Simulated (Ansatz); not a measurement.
Geometry optimisation, RKS B3LYP-D4/def2-SVP in Ansatz.

Input:

```yaml
crystal:
  periodic: [false, false, false]
  atoms:
    - { symbol: Si, position_ang: [0.0, 0.0, 0.0] }
    - { symbol: F, position_ang: [0.9996, 0.0, 1.4848] }
    - { symbol: H, position_ang: [1.6189, 0.0, 0.3673] }
    - { symbol: Cl, position_ang: [-1.0032, 1.7381, -0.7093] }
    - { symbol: H, position_ang: [-0.6877, -1.1914, -0.4862] }
basis:
  gaussian: { orbitals: def2-SVP }
hamiltonian:
  xc: b3lyp
  dispersion: d4
relax:
  f_tol: 0.15
  max_steps: 25
  restrain:
    - { distance: [1, 2], at: 2.12, k: 30.0 }
    - { distance: [0, 1], at: 1.59, k: 30.0 }
    - { distance: [0, 2], at: 1.46, k: 30.0 }
```

Launched with:

```bash
$ ansatz run input.yaml --threads 1 --pin off --max-ram 2048MiB --backend cpu --events-out ev --progress --plain --runs-dir out
```

**Question.** Where does it end, and by what steps?

**Answer.** It converged. The restraints hold the end off the free minimum; the threshold counts their pulls, which the force column leaves out. Restrained pairs: F2–H3 (1.28 → 2.17 Å), Si1–F2 (1.79 → 1.59 Å), Si1–H3 (1.66 → 1.45 Å). After 5 steps the energy has fallen by 4.065 eV (the restraints' own energy left out); H3 moved furthest, 0.56 Å.

```tsv
step	energy less start (eV)	largest force component (eV/Å)	accepted
0	0.0000	4.170	yes
1	-1.9244	3.267	yes
2	-3.1632	2.414	yes
3	-3.9983	1.303	yes
4	-4.0660	1.347	yes
5	-4.0646	1.517	yes
```

```xyz
5
Properties=species:S:1:pos:R:3
Si 0.207 0.002 0.078
F 0.472 0.027 1.650
H 1.631 0.043 -0.187
Cl -0.822 1.667 -0.549
H -0.561 -1.192 -0.336
```

Time of the run: 11 s on 1 thread of Arm Neoverse V1, with other jobs on the host, peak memory 0.12 GiB.
